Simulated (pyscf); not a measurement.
# Four-centre exchange: `[AlH2][NH][SiH3]` + `[NH3]` → `[NH2][SiH3]` + `[NH2][AlH2]`

Gas phase, singlet surface, charge 0. Bonds broken: N2–Al3, N10–H11. Bonds formed: N2–H11, Al3–N10. Structures and frequencies: ωB97X-D3(BJ)/def2-SVP in PySCF.

Transition state (Å):

```xyz
13

Si    -2.4512     0.5717     0.0764
N     -0.9797    -0.2379     0.6073
Al     0.6978    -0.0730    -0.4375
H     -3.0234    -0.0547    -1.1501
H     -3.4896     0.5371     1.1492
H     -2.0840     1.9859    -0.2124
H     -1.1373    -1.1516     1.0354
H      0.4448     0.8081    -1.7404
H      1.4923    -1.4536    -0.4533
N      1.1031     0.9996     1.1326
H     -0.1450     0.4765     1.2641
H      1.8077     0.6921     1.8021
H      1.1589     2.0154     1.0629
```

One imaginary mode, 1341i cm⁻¹; descent along it reached the two sides named, in the forms told below.

| bond | change | reactant side (Å) | saddle | product side |
|---|---|---|---|---|
| N2–Al3 | breaks | 1.833 | 1.983 | 2.082 |
| N10–H11 | breaks | 1.022 | 1.360 | 2.7 |
| N2–H11 | forms | 3.1 | 1.280 | 1.024 |
| Al3–N10 | forms | 2.070 | 1.944 | 1.817 |

Electronic energies relative to the separated reactants (eV):

| level | barrier | reaction energy | reverse barrier |
|---|---|---|---|
| ωB97X-D3(BJ)/def2-TZVP | -0.34 | +0.14 | -0.47 |
| PBE/def2-TZVP | -0.38 | +0.07 | -0.45 |
| r²SCAN/def2-TZVP | -0.41 | +0.09 | -0.50 |
| B3LYP-D3(BJ)/def2-TZVP | -0.29 | +0.09 | -0.38 |
| PBE0-D3(BJ)/def2-TZVP | -0.42 | +0.10 | -0.52 |
| M06-2X/def2-TZVP | -0.34 | +0.10 | -0.44 |
| ωB97M-D3(BJ)/def2-TZVP | -0.26 | +0.08 | -0.35 |
| HF/def2-TZVP | 0.32 | +0.06 | 0.26 |

With ωB97M-D3(BJ)/def2-TZVP energies and thermal terms (ideal gas, 1 atm, RRHO with modes under 100 cm⁻¹ raised to 100, one conformer, R ln 2 for chiral ones without a mode under 150 cm⁻¹), in eV:

```tsv
T (K)	ΔH‡	ΔG‡	ΔH	ΔG
298	-0.32	0.17	+0.06	+0.03
600	-0.31	0.67	+0.07	0.00
900	-0.28	1.16	+0.08	-0.03
1200	-0.25	1.64	+0.08	-0.07
```

On the reactant side the descent ends in an adduct with a Al–N contact, 1.25 eV under the separated species and 0.91 eV under the saddle at ωB97X-D3(BJ)/def2-TZVP. On the product side the descent ends in an adduct with a Al–N contact, 1.05 eV under the separated species and 0.57 eV under the saddle at ωB97X-D3(BJ)/def2-TZVP. At ωB97X-D3(BJ)/def2-TZVP, PBE, r²SCAN, B3LYP-D3(BJ), PBE0-D3(BJ), M06-2X, ωB97M-D3(BJ) the saddle lies under the separated reactants, which points to a path from their complex (located at ωB97X-D3(BJ) alone). At ωB97X-D3(BJ)/def2-TZVP, PBE, r²SCAN, B3LYP-D3(BJ), PBE0-D3(BJ), M06-2X, ωB97M-D3(BJ) the saddle lies under the separated products, which points to a path from their complex (located at ωB97X-D3(BJ) alone), and parting the products costs more than the saddle. What is counted as formed (Al–N) is already present as a longer contact in the reactant adduct; forming that adduct is a step of its own. What is counted as broken (Al–N) persists as a longer contact in the product adduct; parting that adduct is a step of its own. This is the saddle that the search found; another between the same sides may lie lower.
